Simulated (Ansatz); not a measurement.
# FNa: vertical and adiabatic energies of changing the electron count

With the Python package of Ansatz (0.2.0).

At the Python prompt:
```pycon
>>> import ansatz as az
>>> from ase import Atoms
>>> import numpy as np
>>> BASIS = "6-31G*"
>>> FUNCTIONAL = "cam_b3lyp"
>>> CHARGE = 1
>>> atoms = Atoms(["Na", "F"], positions=[
...     [0.0, 0.0, 0.0],
...     [0.0, 0.0, 2.19],
... ])
>>> fna = az.Crystal.molecule_from_ase(atoms)
>>> model = fna.calculation().basis(gaussian=BASIS).functional(FUNCTIONAL)
>>> symbols = [site.symbol for site in fna.cartesian_sites]
>>> start = np.array([site.position_ang for site in fna.cartesian_sites], dtype=float)
>>> data = model.relax(force_tolerance=0.01).run(threads=1, backend="cpu").report
>>> end = np.array(data["positions_ang"])
>>> minimum = az.Crystal.molecule()
>>> for symbol, place in zip(symbols, end):
...     minimum = minimum.atom(symbol, place.tolist())
...
>>> ion = minimum.calculation()
>>> ion = ion.basis(gaussian=BASIS)
>>> ion = ion.functional(FUNCTIONAL)
>>> ion = ion.charge(CHARGE)
>>> ion = ion.spin("collinear", total=1)
>>> vertical = ion.run(threads=1, backend="cpu").report
>>> settled = ion.relax(force_tolerance=0.01, max_steps=80).run(threads=1, backend="cpu").report
>>> print(f"vertical ionisation energy   {vertical['free_energy_ev'] - data['free_energy_ev']:.3f} eV")
vertical ionisation energy   9.870 eV
>>> print(f"adiabatic, no zero point     {settled['free_energy_ev'] - data['free_energy_ev']:.3f} eV")
adiabatic, no zero point     9.437 eV
>>> print(f"relaxation energy of the ion {vertical['free_energy_ev'] - settled['free_energy_ev']:.3f} eV")
relaxation energy of the ion 0.433 eV
>>> ionised = np.array(settled["positions_ang"])
>>> print("final positions (A) and the move of each atom")
final positions (A) and the move of each atom
>>> for symbol, xyz, old in zip(symbols, ionised, end):
...     print(f"{symbol:2s} {xyz[0]:10.5f} {xyz[1]:10.5f} {xyz[2]:10.5f}   {np.linalg.norm(xyz - old):7.4f}")
...
Na   -0.00000   -0.00000   -0.08253    0.2397
F     0.00000    0.00000    2.27253    0.2397
```

The energies are electronic: no zero-point or thermal terms, and the basis set is short of its limit. The product may relax into another structure. Each relaxation finds its nearest minimum, which needn't be the lowest. Hardware and time: 17 s on 1 thread of Arm Neoverse V1 (shared host), peak memory 0.18 GiB.
